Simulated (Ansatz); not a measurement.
```yaml
crystal:
  periodic: [false, false, false]
  atoms:
    - {symbol: Ni, position_ang: [0.000000, 0.000000, 0.000000]}
    - {symbol: N, position_ang: [0.000000, 0.000000, 1.950000]}
basis:
  gaussian: {orbitals: def2-TZVP}
magnetization: {spin_polarized: true, initial_magnetization: 1}
hamiltonian: {xc: pbe0}
relax: {f_tol: 0.004, max_steps: 80}
```

```sh
$ ansatz run in.yaml --threads 1 --pin off --events-out ev --progress --plain --max-ram 2176MiB
```

Steps of the relaxation (energy above the last step; positions in Å, forces in eV/Å):

```
2
step 1, 157.7 meV
Ni    0.000    0.000    0.000    0.000    0.000    1.421
N     0.000    0.000    1.950    0.000    0.000   -1.421
```

```
2
step 2, 84.4 meV
Ni    0.000    0.000    0.029    0.000    0.000    1.132
N     0.000    0.000    1.921    0.000    0.000   -1.132
```

```
2
step 3, 24.3 meV
Ni    0.000    0.000    0.127    0.000    0.000   -0.804
N     0.000    0.000    1.823    0.000    0.000    0.804
```

```
2
step 5, 0.0 meV
Ni    0.000    0.000    0.096    0.000    0.000    0.000
N     0.000    0.000    1.854    0.000    0.000    0.000
```

Close pairs at the end: Ni1–N2 1.758 Å.

A stationary point of unrestricted PBE0 after 5 steps, with ⟨S²⟩ = 1.839 against 0.75 for a pure state. 2 min on 1 thread of Arm Neoverse V1, shared host.
